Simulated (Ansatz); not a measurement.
Start from `C/N=C(/S)Cl` and change one atom or group to get `C/N=C(/C)Cl`.

Ansatz, PBE0-D4/def2-TZVP geometries, multiplicity 1. Each molecule was computed in one conformer, which needn't be the lowest.

```json
{"property": "HOMO–LUMO gap (B3LYP/def2-TZVPP) / eV", "`C/N=C(/S)Cl`": "6.58"}
{"property": "HOMO energy (PBE0/def2-TZVPP) / eV", "`C/N=C(/S)Cl`": "-7.43"}
{"property": "LUMO energy (PBE/def2-TZVPP) / eV", "`C/N=C(/S)Cl`": "-1.39"}
{"property": "LUMO energy (PBE0/def2-TZVPP) / eV", "`C/N=C(/S)Cl`": "-0.40"}
{"property": "HOMO–LUMO gap (PBE0/def2-TZVPP) / eV", "`C/N=C(/S)Cl`": "7.03"}
{"property": "HOMO–LUMO gap (PBE/def2-TZVPP) / eV", "`C/N=C(/S)Cl`": "4.86"}
```

Q: What does the change do to each property? (Estimate.)

A: The calculation gave: 
| property | `C/N=C(/C)Cl` | shift |
| --- | --- | --- |
| HOMO–LUMO gap (B3LYP/def2-TZVPP) / eV | 7.10 | 0.52 |
| HOMO energy (PBE0/def2-TZVPP) / eV | -7.70 | -0.27 |
| LUMO energy (PBE/def2-TZVPP) / eV | -1.19 | 0.20 |
| LUMO energy (PBE0/def2-TZVPP) / eV | -0.12 | 0.28 |
| HOMO–LUMO gap (PBE0/def2-TZVPP) / eV | 7.58 | 0.55 |
| HOMO–LUMO gap (PBE/def2-TZVPP) / eV | 5.10 | 0.24 |

With PBE0 the HOMO falls by 0.27 eV and the LUMO rises by 0.28 eV, so the gap widens by about 0.55 eV. PBE moves the HOMO by -0.04 eV and ωB97M-V by -0.42 eV. The zero-point energy changes by 74.3 kJ/mol with +6 modes.

Positive LUMOs are unbound, so they and the gaps depend on the basis.

B3LYP here is the variant with VWN-RPA as its local correlation; programs differ in this.
